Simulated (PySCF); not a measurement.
Fluorine: a sound run and one with changed settings

Sound run: F [He] 2s2 2p5, F⁺ [He] 2s2 2p4. All numbers are calculated (PySCF 2.14, the spin-free X2C one-electron Hamiltonian (Gaussian nucleus), in x2c-TZVPall (5s3p2d1f, 31 functions)). In the sound run the correlated levels freeze 1s2. The sound run starts from symmetry-adapted Hartree-Fock orbitals and uses a fine grid where one is needed.

Changed run: basis STO-3G, all-electron and non-relativistic. This setting is unsound on purpose.

```json
{"species": "F", "method": "UHF", "sound run (hartree)": "-99.49886", "changed run (hartree)": "-97.98651", "converged": "yes"}
{"species": "F", "method": "MN15", "sound run (hartree)": "-99.79781", "changed run (hartree)": "-97.84561", "converged": "yes"}
{"species": "F", "method": "M06-2X", "sound run (hartree)": "-99.82369", "changed run (hartree)": "-98.28324", "converged": "yes"}
{"species": "F", "method": "MP2", "sound run (hartree)": "-99.69685", "changed run (hartree)": "-97.98651", "converged": "yes"}
{"species": "F⁺", "method": "UHF", "sound run (hartree)": "-98.92406", "changed run (hartree)": "-97.52349", "converged": "yes"}
{"species": "F⁺", "method": "MN15", "sound run (hartree)": "-99.15232", "changed run (hartree)": "-97.33201", "converged": "yes"}
{"species": "F⁺", "method": "M06-2X", "sound run (hartree)": "-99.18189", "changed run (hartree)": "-97.76710", "converged": "yes"}
{"species": "F⁺", "method": "MP2", "sound run (hartree)": "-99.06494", "changed run (hartree)": "-97.52349", "converged": "yes"}
```

Ionisation energy of F:

| method | sound run (eV) | changed run (eV) |
| --- | --- | --- |
| UHF | 15.641 | 12.599 |
| MN15 | 17.565 | 13.976 |
| M06-2X | 17.464 | 14.045 |
| MP2 | 17.195 | 12.599 |
| SCS-MP2 | 17.180 | 12.599 |

A minimal basis cannot let orbitals breathe on ionisation and holds almost no correlation. The Hamiltonian changed with the basis, so the totals do not compare.

For comparison, NIST gives 17.423 eV between the lowest levels.
